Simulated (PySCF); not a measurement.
**Simulated absorption spectrum**

C-cyanomethanimine, C2H2N2.
Geometry (PBE0-D3(BJ)/def2-SVP, Å), atoms numbered from 1 in this order:
```xyz
6
C2H2N2 angstrom
H      0.4739    1.7123    1.0732
N     -0.2568    1.0462    0.8045
C      0.2504    0.0933    0.1406
C     -0.5805   -0.9816   -0.3555
N     -1.2068   -1.8613   -0.7732
H      1.3198   -0.0088   -0.1167
```

The calculation used PySCF, TDDFT CAM-B3LYP/def2-SVPD, vertical, gas phase, core orbitals frozen in the response.

Computed states:

| state | E (eV) | f |
| --- | --- | --- |
| S1 | 4.76 | 0.0010 |
| S2 | 6.20 | 0.0000 |
| S3 | 6.70 | 0.174 |
| S4 | 7.60 | 0.0058 |
| S5 | 7.63 | 0.0092 |
| S6 | 7.68 | 0.0026 |
| S7 | 8.68 | 0.276 |
| S8 | 9.04 | 0.0018 |
| S9 | 9.08 | 0.014 |
| S10 | 9.43 | 0.0048 |

Broadening: Gaussians 0.5 eV wide at half height, area fixed by f = 4.319×10⁻⁹ ∫ε dν̃. The width is an assumption, not a result. The curve ends short of the highest state used, and states not computed would add to its high-energy end.

(1) What does the envelope look like, and where are its maxima?

(2) On this curve, what absorbance would a 10⁻⁴ mol/L sample give at 266 nm over a 1 cm path?

(3) Coming from long wavelengths, where does ε first pass 100 L mol⁻¹ cm⁻¹?

## Answers

(1) 
| E (eV) | ε (L mol⁻¹ cm⁻¹) |
| --- | --- |
| 4.01 | 0 |
| 4.15 | 1 |
| 4.29 | 4 |
| 4.43 | 15 |
| 4.56 | 33 |
| 4.70 | 50 |
| 4.84 | 48 |
| 4.98 | 31 |
| 5.11 | 14 |
| 5.25 | 4 |
| 5.39 | 1 |
| 5.53 | 0 |
| 5.66 | 0 |
| 5.80 | 1 |
| 5.94 | 15 |
| 6.08 | 125 |
| 6.21 | 628 |
| 6.35 | 2340 |
| 6.49 | 5647 |
| 6.63 | 8823 |
| 6.76 | 9047 |
| 6.90 | 6115 |
| 7.04 | 2696 |
| 7.18 | 865 |
| 7.32 | 480 |
| 7.45 | 694 |
| 7.59 | 931 |
| 7.73 | 835 |
| 7.87 | 498 |
| 8.00 | 286 |
| 8.14 | 616 |
| 8.28 | 2463 |
| 8.42 | 6917 |
| 8.55 | 12279 |
| 8.69 | 15065 |
| 8.83 | 12191 |

Maxima: 260 nm (4.76 eV), ε about 52, made up of S1 (100%); 185 nm (6.71 eV), ε about 9400, made up of S3 (100%); 163 nm (7.62 eV), ε about 940, made up of S4 (33%), S5 (52%) and S6 (15%); 143 nm (8.69 eV), ε about 15000, made up of S7 (99%) (ε in L mol⁻¹ cm⁻¹; maxima over ε = 5, shares over 10%).

(2) 266 nm is 4.661 eV, where ε is about 46 L mol⁻¹ cm⁻¹, so A = ε c l ≈ 0.0046 (Beer–Lambert, with the gas-phase spectrum and the assumed width).

(3) At about 204 nm (6.07 eV), 1.30 eV above S1.

All these states lie below the vertical ionisation energy of 11.64 eV (ΔSCF).
